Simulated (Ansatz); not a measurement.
We consider corundum (α-Al2O3), described by HSE06 (Ansatz, a first-principles code, PAW).

Run with plane-wave cutoff 500 eV, 6×6×6 k mesh, gaussian smearing 0.02 eV, scalar-relativistic PAW data made under PBE.

Cell (relaxed with r²SCAN):

Al2O3 is taken in the trigonal space group R-3c, hexagonal axes (No. 167), the corundum structure, Pearson symbol hR10. Lattice parameters: a = 4.7589 Å, b = 4.7589 Å, c = 12.9951 Å, α = 90.00°, β = 90.00°, γ = 120.00°. Al on 12c is coordinated by 3 O at 1.856 Å and 3 O at 1.970 Å (octahedral). O on 18e has 2 Al at 1.856 Å and 2 Al at 1.970 Å. (Neighbours: up to the widest gap in distance over summed covalent radii, below 1.35, at either atom; cation-cation and far metal-metal contacts left out.)
(The calculation used a cell of 10 atoms; values per cell refer to that cell.)

**Question.** Give the computed band gap.

**Answer.** 
- band gap: 8.10 eV (on the SCF k mesh)

Note: cell and atoms aren't relaxed at this level (largest force component 0.03 eV/Å, pressure -1.0 GPa).

Static lattice: no zero-point or thermal effects.

It cost about 5 core-minutes (a rough figure) of CPU time.
